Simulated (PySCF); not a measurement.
B(Cl)3 cation (BCl₃), SMILES ClB(Cl)Cl (connectivity only; charge and spin as stated), charge +1, multiplicity 2. Atoms are numbered in the order given.

```xyz
4

B      0.0000     0.0000     0.0000
Cl     1.7312     0.0000     0.0000
Cl    -0.8656    -1.4993     0.0000
Cl    -0.8656     1.4993     0.0000
```
Charge +1, spin multiplicity 2.

Geometry optimised at r2SCAN-D4/def2-SVP. The spin state was assumed, not searched. The isomer is the one that the SMILES or the coordinates give; other isomers of the formula were not compared.

Method: PBE0/pcH-1 (PySCF).

Unrestricted Kohn–Sham, ⟨S²⟩ = 0.754. Hyperfine tensors hold the contact and dipolar terms, without spin-orbit corrections.

Computed hyperfine couplings:
| nucleus | A(iso) (MHz) | A(iso) (G) | dipolar principal values (MHz) |
|---|---|---|---|
| 11B no. 1 | -20.5 | -7.3 | -4.1, 2.0, 2.0 |
| 35Cl no. 2 | 8.9 | 3.2 | -66.5, -64.2, 130.7 |
| 35Cl no. 3 | 8.9 | 3.2 | -66.5, -64.2, 130.7 |
| 35Cl no. 4 | 8.9 | 3.2 | -66.5, -64.2, 130.7 |
